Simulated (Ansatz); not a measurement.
A nudged elastic band was laid between two geometries of BH5O (7 atoms, charge 0, multiplicity 1).

All numbers below come from RKS B3LYP-D4/def2-SVP in Ansatz.

```
movable images  : 9
climbing image  : yes
spring          : 5.0 eV/Å²
optimiser       : quadratic models (default)
start path      : through a guess of the saddle point
force threshold : 0.03 eV/Å
iteration limit : 60
end points      : relaxed
```

Image 0:

```xyz
7
Properties=species:S:1:pos:R:3
B -0.018 -0.007 0.064
H -0.390 0.496 1.113
H 1.139 0.215 -0.236
H -0.818 0.046 -0.849
O 0.014 -1.673 0.407
H -0.878 -1.947 0.672
H 0.585 -1.818 1.178
```

Image 10:

```xyz
7
Properties=species:S:1:pos:R:3
B -0.009 -0.173 -0.996
H 0.318 -1.353 3.360
H 0.953 0.551 -1.066
H -0.786 -0.313 -1.915
O -0.190 -0.834 0.166
H -0.972 -1.402 0.176
H 0.320 -1.162 2.623
```

Q: Which bonds break or form, and what moves?

A: Bonds broken: B1–H2, O5–H7. Bonds formed: H2–H7. BH5O becomes BH3O + H2.

Q: Give the energies along the band, and the barrier.

A: The forces met the threshold. The highest image is number 3 of 0 to 10, 92.8 kJ/mol above the first end and 167.7 kJ/mol above the last; the last end lies 74.9 kJ/mol below the first. Neighbouring images differ by up to 1.2 eV, so the band resolves the path poorly. A vibrational analysis at the climbing image gives one clearly imaginary mode, 1374i cm⁻¹: a first-order saddle point. The orbitals stay closed-shell, which can raise the energy where a bond breaks towards radicals; this wasn't checked here.

| image | path coordinate (Å) | energy (kJ/mol) | B1–H2 (Å) | O5–H7 (Å) | H2–H7 (Å) |
| --- | --- | --- | --- | --- | --- |
| 0 | 0.00 | 0.0 | 1.22 | 0.97 | 2.51 |
| 1 | 0.60 | 1.9 | 1.22 | 0.97 | 2.31 |
| 2 | 1.19 | 20.2 | 1.23 | 0.98 | 1.71 |
| 3 | 1.79 | 92.8 | 1.36 | 1.27 | 1.03 |
| 4 | 2.50 | -24.1 | 1.93 | 1.99 | 0.77 |
| 5 | 3.21 | -65.4 | 2.54 | 2.58 | 0.76 |
| 6 | 3.92 | -71.2 | 3.21 | 2.95 | 0.76 |
| 7 | 4.63 | -72.4 | 3.67 | 2.74 | 0.76 |
| 8 | 5.34 | -73.5 | 4.04 | 2.61 | 0.76 |
| 9 | 6.05 | -74.3 | 4.33 | 2.54 | 0.76 |
| 10 | 6.76 | -74.9 | 4.52 | 2.53 | 0.76 |

Q: What is the geometry of the highest image?

A: 
```xyz
7
Properties=species:S:1:pos:R:3
B 0.073 -0.258 0.007
H -0.040 0.178 1.290
H 1.133 0.158 -0.383
H -0.956 0.056 -0.542
O 0.146 -1.780 0.422
H -0.717 -2.191 0.276
H -0.005 -0.850 1.279
```

Run time: 66 s on 1 thread of AMD EPYC 9R45 96-Core Processor (Zen 5), with other jobs on the host, peak memory 0.12 GiB.
